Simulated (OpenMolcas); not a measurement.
# PO2 (phosphorus dioxide), step by step

Aim: a single-point energy (doublet PO2, UHF/ANO-RCC-MB), then the vertical excitations (doublet PO2, CASSCF(17,12)/ANO-RCC-VTZP), then the excited states (singlet [PO2]+, CASPT2[IPEA 0](16,12)/ANO-RCC-VTZP), then the vertical excitations (doublet PO2, CASPT2(17,12)/ANO-RCC-VTZP), then the excited states (doublet PO2, SC-NEVPT2(17,12)/ANO-RCC-VTZP) of O2P. 

Program for the calculation: OpenMolcas 26.06.

1 further run of the same task is left out (it didn't finish).

## Step 1: Starting point

The species is PO2 (3 atoms), meant as a doublet with charge 0. As SMILES, `[O]P=O`. The shape is that of a GFN2-xTB optimisation.

Bond lengths: O1–P2 1.464 Å, P2–O3 1.464 Å. Angles: O1–P2–O3 123.4°.

## Step 2: A single-point energy at UHF/ANO-RCC-MB (DKH2) (run 1)

step1.inp

```
&GATEWAY
  XBAS
  O.ANO-RCC-MB
  P.ANO-RCC-MB
  End of Basis
  ZMAT
  O1
  P2 1 1.463801
  O3 2 1.464077 1 123.39747
  End of ZMAT

&SEWARD
  Relativistic=R02E00

&SCF
  UHF
  Spin=2
  PrOrbitals=1
```

The run is started by

```console
$ export MOLCAS_MEM=1860
$ pymolcas step1.inp > step1.log
```

The log of the run:

```text
--- Start Module: gateway ---
[...]
--- Stop Module: gateway /rc=_RC_ALL_IS_WELL_ ---
--- Start Module: seward ---
[...]
      Basis functions           19
--- Stop Module: seward /rc=_RC_ALL_IS_WELL_ ---
--- Start Module: scf ---
[...]
       Convergence after  19 Iterations
[...]
::    Total SCF energy                               -491.0200792580
[...]
      Total spin, S                                     0.5204173220
[...]
      Total electronic charge=   31.000000
      Total            charge=   -0.000000
[...]
      Dipole Moment (debye):
      Origin of the operator (angstrom)=    0.3105    0.0000    1.2967
                   X= -1.6050E+00               Y=  3.2934E-13               Z=  8.6315E-01           Total=  1.8224E+00
      Quadrupole Moment (debye*angstrom):
[...]
--- Stop Module: scf /rc=_RC_ALL_IS_WELL_ ---
[...]
```

It took 2 s on 1 thread of Arm Neoverse V2, shared host; peak memory 0.37 GiB.

## Step 3: The excited states at CASSCF(17,12)/ANO-RCC-VTZP (DKH2, RICD fitting, 2 states averaged) (run 2)

step2.inp

```
>>> EXPORT MOLCAS_PRINT=2

&GATEWAY
 XBAS
 O.ANO-RCC-MB
 P.ANO-RCC-MB
 End of Basis
 ZMAT
 O1
 P2 1 1.463801
 O3 2 1.464077 1 123.39747
 End of ZMAT

&SEWARD
 Relativistic=R02E00

&RASSCF
 FileOrb=$CurrDir/step1.UnaOrb
 Spin=2
 Nactel=17 0 0
 Inactive=7
 Ras2=12
 CIRoot=2 2 1
 OrbListing=Nothing
>>> COPY $Project.RunFile RUNFIL1
>>> COPY $Project.RasOrb INPORB

&GATEWAY
 XBAS
 O.ANO-RCC-VTZP
 P.ANO-RCC-VTZP
 End of Basis
 ZMAT
 O1
 P2 1 1.463801
 O3 2 1.464077 1 123.39747
 End of ZMAT
 RICD

&SEWARD
 Relativistic=R02E00
>>> COPY $Project.RunFile RUNFIL2

&EXPBAS

&RASSCF
 FileOrb=$Project.ExpOrb
 Spin=2
 Nactel=17 0 0
 Inactive=7
 Ras2=12
 CIRoot=2 2 1
 OrbListing=NoCore
```

The run is started by

```console
$ export MOLCAS_MEM=1860
$ pymolcas step2.inp > step2.log
```

The log of the run:

```text
--- Start Module: gateway ---
[...]
--- Stop Module: gateway /rc=_RC_ALL_IS_WELL_ ---
[...]
      Basis functions           19
[...]
      Number of active orbitals                 12
[...]
      Spin quantum number                      0.5
[...]
      Active orbitals                           12
[...]
      Number of CSFs                         56628
[...]
      Number of root(s) required                 2
[...]
      Convergence after  5 iterations
[...]
      printout of CI-coefficients larger than  0.05 for root  1
      energy=    -491.202143
      conf/sym  111111111111     Coeff  Weight
             1  22222222u000  -0.92151 0.84918
            10  2222222uud00  -0.06128 0.00375
           671  2222u22d200u   0.11266 0.01269
           746  2222u22u200d  -0.13190 0.01740
           748  2222u2220u0d   0.05738 0.00329
           976  222u222u20d0   0.07519 0.00565
[...]
      Natural orbitals and occupation numbers for root  1
      sym 1:   1.996105   1.997418   1.987163   1.957316   1.889750   1.964481   1.979327   1.924184   1.061111   0.034216
               0.058663   0.150267
      Natural orbitals and occupation numbers for root  2
      sym 1:   1.997767   1.997405   1.987722   1.965221   1.012498   1.882169   1.995885   1.990761   1.962702   0.036165
               0.048889   0.122816
[...]
::    RASSCF root number  1 Total energy:   -491.20214306
::    RASSCF root number  2 Total energy:   -491.13480207
[...]
      Basis functions           94
[...]
--- Start Module: expbas ---
[...]
--- Stop Module: expbas /rc=_RC_ALL_IS_WELL_ ---
--- Start Module: rasscf ---
[...]
      Convergence after 33 iterations
[...]
      Natural orbitals and occupation numbers for root  1
      sym 1:   1.997914   1.999072   1.988598   1.971559   1.947337   1.974494   1.981367   1.952436   1.032798   0.030029
               0.043418   0.080978
      Natural orbitals and occupation numbers for root  2
      sym 1:   1.998313   1.999010   1.994139   1.987444   1.944715   1.978409   1.914050   1.048978   1.976139   0.030974
               0.043524   0.084306
[...]
::    RASSCF root number  1 Total energy:   -491.57911656
::    RASSCF root number  2 Total energy:   -491.51670586
[...]
      Total electronic charge=   31.000000
      Total            charge=   -0.000000
[...]
      Dipole Moment (debye):
      Origin of the operator (angstrom)=    0.3105    0.0000    1.2967
                   X= -1.5935E-01               Y= -1.5620E-06               Z=  2.3027E-01           Total=  2.8003E-01
      Quadrupole Moment (debye*angstrom):
[...]
--- Stop Module: rasscf /rc=_RC_ALL_IS_WELL_ ---
[...]
```

It took 4.2 min on 1 thread of Arm Neoverse V2, shared host; peak memory 0.37 GiB.

## Step 4: The singlet cation: the excited states at CASPT2[IPEA 0](16,12)/ANO-RCC-VTZP (DKH2, RICD fitting, ipea shift 0 Eh, pt2 variant XDW, real shift 0.2 Eh, 2 states averaged) (run 3)

step3.inp

```
>>> EXPORT MOLCAS_PRINT=2

&GATEWAY
 Coord
 3
 angstrom
 O        0.331710       1.226310       0.317670
 P       -0.403940       0.077030      -0.212130
 O        0.072230      -1.303340      -0.105540
 Basis
 ANO-RCC-VTZP
 Group
 NoSym
 RICD

&SEWARD

&RASSCF
 FileOrb
 $CurrDir/step2.RasOrb
 Spin
 1
 Nactel
 16 0 0
 Inactive
 7
 Ras2
 12
 CIRoot
 2 2 1
 OrbListing
 NoCore

&CASPT2
 XMultistate
 all
 DWMS
 50
 DWType
 1
 IPEA
 0
 Shift
 0.2
```

The run is started by

```console
$ export MOLCAS_MEM=1860
$ pymolcas step3.inp > step3.log
```

The log of the run:

```text
--- Start Module: gateway ---
[...]
--- Stop Module: gateway /rc=_RC_ALL_IS_WELL_ ---
[...]
      Basis functions           94
[...]
--- Start Module: rasscf ---
[...]
      Number of active orbitals                 12
[...]
      Spin quantum number                      0.0
[...]
      Active orbitals                           12
[...]
      Number of CSFs                         70785
[...]
      Number of root(s) required                 2
[...]
      Convergence after 24 iterations
[...]
      printout of CI-coefficients larger than  0.05 for root  1
      energy=    -491.205552
      conf/sym  111111111111     Coeff  Weight
             1  222222220000  -0.09007 0.00811
           546  222u222200d0  -0.09832 0.00967
           549  222u222ud0d0  -0.05811 0.00338
           550  222u22u2d0d0   0.08233 0.00678
          3321  222022220020   0.89508 0.80117
          3324  222022202020  -0.06749 0.00456
[...]
      Natural orbitals and occupation numbers for root  1
      sym 1:   1.996236   1.998630   1.833940   0.206530   1.991249   1.969121   1.973983   1.939748   0.087594   0.039258
               1.935971   0.027740
      Natural orbitals and occupation numbers for root  2
      sym 1:   1.996576   1.998807   1.980011   1.043959   1.991955   1.971442   1.874596   1.038785   0.093159   0.037716
               1.946189   0.026805
[...]
::    RASSCF root number  1 Total energy:   -491.20555231
::    RASSCF root number  2 Total energy:   -491.15091027
[...]
      Total electronic charge=   30.000000
      Total            charge=    1.000000
[...]
      Dipole Moment (debye):
      Origin of the operator (angstrom)=   -0.0961    0.0183   -0.0505
                   X= -1.6213E+00               Y=  1.2664E-01               Z= -8.7179E-01           Total=  1.8452E+00
      Center of Charge (angstrom)
[...]
--- Stop Module: rasscf /rc=_RC_ALL_IS_WELL_ ---
[...]
--- Start Module: caspt2 ---
[...]
      Total energy:            -491.5777793978
[...]
      Reference weight:           0.90971
[...]
::    XDW-CASPT2 Root  1     Total energy:   -491.63414528
::    XDW-CASPT2 Root  2     Total energy:   -491.57777940
[...]
--- Stop Module: caspt2 /rc=_RC_ALL_IS_WELL_ ---
[...]
```

It took 8.2 min on 1 thread of Arm Neoverse V2, shared host; peak memory 0.2 GiB.

## Step 5: The excited states at CASPT2(17,12)/ANO-RCC-VTZP (DKH2, RICD fitting, ipea shift 0.25 Eh, pt2 variant RMS, real shift 0.2 Eh, 2 states averaged) (run 4)

step4.input

```
>>> EXPORT MOLCAS_PRINT=2
&gateway
xbas
O.ANO-RCC-VTZP
P.ANO-RCC-VTZP
End of Basis
zmat
O1
P2 1 1.463801
O3 2 1.464077 1 123.39747
End of ZMAT
ricd
&seward
relativistic
R02E00
&rasscf
fileorb
$CurrDir/step2.RasOrb
spin
2
nactel
17 0 0
inactive
7
ras2
12
ciroot
2 2 1
levshft
1.5
orblisting
NoCore
&caspt2
rmultistate
all
shift
0.2
```

The run is started by

```console
$ export MOLCAS_MEM=1860
$ pymolcas step4.input > step4.log
```

The log of the run:

```text
--- Start Module: gateway ---
[...]
--- Stop Module: gateway /rc=_RC_ALL_IS_WELL_ ---
[...]
      Basis functions           94
[...]
--- Start Module: rasscf ---
[...]
      Number of active orbitals                 12
[...]
      Spin quantum number                      0.5
[...]
      Active orbitals                           12
[...]
      Number of CSFs                         56628
[...]
      Number of root(s) required                 2
[...]
      Convergence after 29 iterations
[...]
      printout of CI-coefficients larger than  0.05 for root  1
      energy=    -491.579116
      conf/sym  111111111111     Coeff  Weight
             1  22222222u000  -0.93860 0.88097
             2  2222222u2000  -0.13850 0.01918
           746  2222u22u200d  -0.05633 0.00317
           804  2222u22uu0dd  -0.05540 0.00307
           943  222u2222ud00   0.05761 0.00332
           976  222u222u20d0   0.06163 0.00380
[...]
      Natural orbitals and occupation numbers for root  1
      sym 1:   1.997915   1.999072   1.988598   1.971560   1.947336   1.974492   1.981367   1.952436   1.032801   0.030027
               0.043417   0.080981
      Natural orbitals and occupation numbers for root  2
      sym 1:   1.998313   1.999009   1.994139   1.987445   1.944713   1.978408   1.914051   1.048979   1.976138   0.030971
               0.043523   0.084309
[...]
::    RASSCF root number  1 Total energy:   -491.57911614
::    RASSCF root number  2 Total energy:   -491.51670627
[...]
      Total electronic charge=   31.000000
      Total            charge=   -0.000000
[...]
      Dipole Moment (debye):
      Origin of the operator (angstrom)=    0.3105    0.0000    1.2967
                   X= -1.5928E-01               Y= -1.7282E-04               Z=  2.3042E-01           Total=  2.8012E-01
      Quadrupole Moment (debye*angstrom):
[...]
--- Stop Module: rasscf /rc=_RC_ALL_IS_WELL_ ---
[...]
--- Start Module: caspt2 ---
[...]
      Total energy:            -491.9857933712
[...]
      Reference weight:           0.90120
[...]
::    RMS-CASPT2 Root  1     Total energy:   -492.05455484
::    RMS-CASPT2 Root  2     Total energy:   -491.98577551
[...]
--- Stop Module: caspt2 /rc=_RC_ALL_IS_WELL_ ---
[...]
```

Wall time 5 min (1 thread of Arm Neoverse V2, shared host); peak memory 0.17 GiB.

## Step 6: The excited states at SC-NEVPT2(17,12)/ANO-RCC-VTZP (DKH2, RICD fitting, pt2 variant QD-SC-NEVPT2, 2 states averaged) (run 5)

step5.inp

```
* O2P NEVPT2

&GATEWAY
 XBAS
 O.ANO-RCC-VTZP
 P.ANO-RCC-VTZP
 End of Basis
 ZMAT
 O1
 P2 1 1.463801
 O3 2 1.464077 1 123.39747
 End of ZMAT
 RICD

&SEWARD
 Relativistic
 R02E00

&RASSCF
 FileOrb
 $CurrDir/step2.RasOrb
 Spin
 2
 Nactel
 17 0 0
 Inactive
 7
 Ras2
 12
 CIRoot
 2 2 1
 OrbListing
 NoCore

&CASPT2
 SC-NEVPT2
 Multistate
 all
```

The run is started by

```console
$ export MOLCAS_MEM=1860
$ pymolcas step5.inp > step5.log
```

The log of the run:

```text
--- Start Module: gateway ---
[...]
--- Stop Module: gateway /rc=_RC_ALL_IS_WELL_ ---
[...]
      Basis functions           94
[...]
--- Start Module: rasscf ---
[...]
      Number of active orbitals                 12
[...]
      Spin quantum number                      0.5
[...]
      Active orbitals                           12
[...]
      Number of CSFs                         56628
[...]
      Number of root(s) required                 2
[...]
      Convergence after 15 iterations
[...]
      printout of CI-coefficients larger than  0.05 for root  1
      energy=    -491.579117
      conf/sym  111111111111     Coeff  Weight
             1  22222222u000   0.93862 0.88100
             2  2222222u2000   0.13839 0.01915
           746  2222u22u200d   0.05633 0.00317
           804  2222u22uu0dd   0.05540 0.00307
           943  222u2222ud00  -0.05762 0.00332
           976  222u222u20d0  -0.06164 0.00380
[...]
      Natural orbitals and occupation numbers for root  1
      sym 1:   1.997915   1.999072   1.988597   1.971560   1.947337   1.974493   1.981366   1.952434   1.032798   0.030032
               0.043417   0.080979
      Natural orbitals and occupation numbers for root  2
      sym 1:   1.998314   1.999009   1.994137   1.987443   1.944714   1.978409   1.914047   1.048982   1.976139   0.030976
               0.043523   0.084307
[...]
::    RASSCF root number  1 Total energy:   -491.57911692
::    RASSCF root number  2 Total energy:   -491.51670550
[...]
      Total electronic charge=   31.000000
      Total            charge=   -0.000000
[...]
      Dipole Moment (debye):
      Origin of the operator (angstrom)=    0.3105    0.0000    1.2967
                   X= -1.5935E-01               Y= -1.5676E-04               Z=  2.3024E-01           Total=  2.8001E-01
      Quadrupole Moment (debye*angstrom):
[...]
--- Stop Module: rasscf /rc=_RC_ALL_IS_WELL_ ---
[...]
--- Start Module: caspt2 ---
[...]
::    QD-PC-NEVPT2 Root  1     Total energy:   -492.02605425
::    QD-PC-NEVPT2 Root  2     Total energy:   -491.95370774
[...]
::    QD-SC-NEVPT2 Root  1     Total energy:   -492.01066516
::    QD-SC-NEVPT2 Root  2     Total energy:   -491.94084515
[...]
--- Stop Module: caspt2 /rc=_RC_ALL_IS_WELL_ ---
[...]
```

Wall time 4.1 min (1 thread of Arm Neoverse V2, shared host); peak memory 0.23 GiB.

## Step 7: Outcome

| quantity | value |
| --- | --- |
| run 1, UHF/ANO-RCC-MB: total energy | -491.02008 Eh |
| run 1, UHF/ANO-RCC-MB: dipole moment | 1.82 D |
| run 1, UHF/ANO-RCC-MB: HOMO energy (highest over α and β) | -12.42 eV |
| run 1, UHF/ANO-RCC-MB: LUMO energy (lowest over α and β) | -0.40 eV |
| run 1, UHF/ANO-RCC-MB: ⟨S²⟩ | 0.791 |
| run 2, CASSCF(17,12)/ANO-RCC-VTZP: energy of the lowest of 2 roots | -491.57912 Eh |
| run 2, CASSCF(17,12)/ANO-RCC-VTZP: dipole moment (CASSCF density) | 1.97 D |
| run 2, CASSCF(17,12)/ANO-RCC-VTZP: lowest excitation energy within this active space | 1.70 eV |
| singlet cation: energy of the lowest of 2 roots | -491.63415 Eh |
| singlet cation: lowest excitation energy within this active space | 1.53 eV |
| run 4, CASPT2(17,12)/ANO-RCC-VTZP: energy of the lowest of 2 roots | -492.05455 Eh |
| run 4, CASPT2(17,12)/ANO-RCC-VTZP: dipole moment (CASSCF density) | 1.97 D |
| run 4, CASPT2(17,12)/ANO-RCC-VTZP: lowest excitation energy within this active space | 1.87 eV |
| run 5, SC-NEVPT2(17,12)/ANO-RCC-VTZP: energy of the lowest of 2 roots | -492.01067 Eh |
| run 5, SC-NEVPT2(17,12)/ANO-RCC-VTZP: dipole moment (CASSCF density) | 1.97 D |
| run 5, SC-NEVPT2(17,12)/ANO-RCC-VTZP: lowest excitation energy within this active space | 1.90 eV |

In words: Mulliken charges (run 1, UHF/ANO-RCC-MB) run from -0.66 on O1 to +1.32 on P2. The orbitals (run 2, CASSCF(17,12)/ANO-RCC-VTZP) are averaged over several states, so each root lies above its own optimum (it can stand above Hartree-Fock), and forces and dipoles share that bias. The orbitals (singlet cation) are averaged over several states, so each root lies above its own optimum (it can stand above Hartree-Fock), and forces and dipoles share that bias. The orbitals (run 4, CASPT2(17,12)/ANO-RCC-VTZP) are averaged over several states, so each root lies above its own optimum (it can stand above Hartree-Fock), and forces and dipoles share that bias.
